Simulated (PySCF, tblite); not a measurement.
**C₅H₅F: geometry, infrared bands, NMR shifts and spin-spin couplings**

Wanted: the infrared bands, NMR shifts and spin-spin couplings of C₅H₅F (`C#CC/C=C\F`), by calculation.

Programs: tblite 0.8.0 and PySCF 2.14.0, with density-fitted response routines of our own. Each step states its level of theory. These are calculated values for one molecule in the gas phase, unless marked as measured. Atoms count from 0, in the outputs and in this text.

**1. Starting geometry**

11 atoms, charge 0, multiplicity 1; geometry from: force field or distance geometry start.

Bonds of the start (Å): C0–C1 1.21, C1–C2 1.46, C2–C3 1.50, C3–C4 1.33, C4–F5 1.36, C0–H6 1.06, C2–H7 1.09, C2–H8 1.10, C3–H9 1.10, C4–H10 1.08.

**2. Geometry optimisation with GFN2-xTB**

Job settings and geometry (Å):

```
{"job": {"kind": "relax", "xc": "GFN2-xTB", "basis": "xTB"}, "charge": 0, "multiplicity": 1}
C      2.457400     0.865000     0.508400
C      1.522900     0.236300     0.063500
C      0.414600    -0.552200    -0.463200
C     -0.807500    -0.342500     0.381600
C     -1.974300     0.114900    -0.051000
F     -2.166400     0.453300    -1.349500
H      3.265200     1.438300     0.890800
H      0.669400    -1.608900    -0.469700
H      0.220400    -0.259500    -1.504200
H     -0.723300    -0.614100     1.445400
H     -2.872900     0.272200     0.521800
```

The run is started by

```console
> OMP_NUM_THREADS=1 python probes_run.py task.json out
```

One launch serves the whole session: the jobs run in the order shown.

**Question.** This job is followed by: GFN2-xTB harmonic vibrations, gas phase; GIAO PBE0/pcSseg-1 NMR shielding, non-relativistic, gas phase; B3LYP/pcJ-1 indirect spin-spin coupling, non-relativistic, gas phase. What will the session give for the following? strongest single infrared mode (GFN2-xTB); zero-point energy (GFN2-xTB); 13C shifts against TMS (PBE0/pcSseg-1); 1H shifts against TMS (PBE0/pcSseg-1, means over atoms taken as alike); 19F shifts against CFCl3 (PBE0/pcSseg-1); largest coupling of the table (B3LYP/pcJ-1).

The runs gave:

```
                                                              quantity                               value
                             strongest single infrared mode (GFN2-xTB)                 972 cm⁻¹, 56 km/mol
                                          zero-point energy (GFN2-xTB)                       50.1 kcal/mol
                                13C shifts against TMS (PBE0/pcSseg-1)  158.5, 114.7, 86.3, 74.9, 16.1 ppm
1H shifts against TMS (PBE0/pcSseg-1, means over atoms taken as alike)          6.88, 5.08, 3.24, 1.39 ppm
                              19F shifts against CFCl3 (PBE0/pcSseg-1)                          -126.8 ppm
                           largest coupling of the table (B3LYP/pcJ-1)            1J(C,F) C4–F5, -328.4 Hz
```

What this shows: The optimisation took 27 steps and gained 0.038 eV; among the close pairs (by a distance rule), C3–H9 changed most, from 1.101 to 1.079 Å. No mode is imaginary among the 27: a minimum at this level. The strongest single mode, at 972 cm⁻¹, has its largest shares on C2, C3 and F5 (the list is cut at 3 atoms). GFN2-xTB is a fitted tight-binding method: band positions and strengths are rough. Its intensities can rank the bands wrongly. At PBE0/pcSseg-1: The widest tensor belongs to C1: span 294 ppm, with a paramagnetic part of -164 ppm. In the run at B3LYP/pcJ-1, the largest coupling of the table is C4–F5, -328.4 Hz, of which the Fermi-contact term gives -319.8 Hz. Couplings across rotatable bonds belong to this one conformer; where others are populated, the observed values are averages.
